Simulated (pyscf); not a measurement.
[Cl–Al–Cl]• + hydrogen (H₂) -> hydrogen chloride (HCl) + [HAl–Cl]• (four-centre exchange; doublet surface; Al–Cl, H–H broken, Cl–H, Al–H formed). PySCF, gas phase, ωB97X-D3(BJ)/def2-SVP geometries. Energies in eV from the separated reactants.

| level | barrier | reaction energy |
|---|---|---|
| ωB97X-D3(BJ)/def2-TZVP | [?] | +1.61 |
| PBE/def2-TZVP | 1.24 | +1.49 |
| r²SCAN/def2-TZVP | [?] | [?] |
| B3LYP-D3(BJ)/def2-TZVP | 1.47 | +1.53 |
| ωB97M-D3(BJ)/def2-TZVP | 1.50 | +1.50 |
| HF/def2-TZVP | 2.00 | +1.42 |

Q: Complete the blanks.

A: 
- ωB97X-D3(BJ)/def2-TZVP, barrier: 1.55
- r²SCAN/def2-TZVP, barrier: 1.34
- r²SCAN/def2-TZVP, reaction energy: +1.60

On the product side the descent ends in a complex, 0.32 eV under the separated species and 0.26 eV under the saddle at ωB97X-D3(BJ)/def2-TZVP. At ωB97X-D3(BJ)/def2-TZVP, PBE, r²SCAN, B3LYP-D3(BJ) the saddle lies under the separated products, which points to a path from their complex (located at ωB97X-D3(BJ) alone), and parting the products costs more than the saddle. The same reactants have a lower exit, to Cl–AlH–Cl + H• (barrier +1.01 eV at ωB97M-D3(BJ)/def2-TZVP, against +1.50 eV here). One saddle was located; it need not be the lowest between these sides.
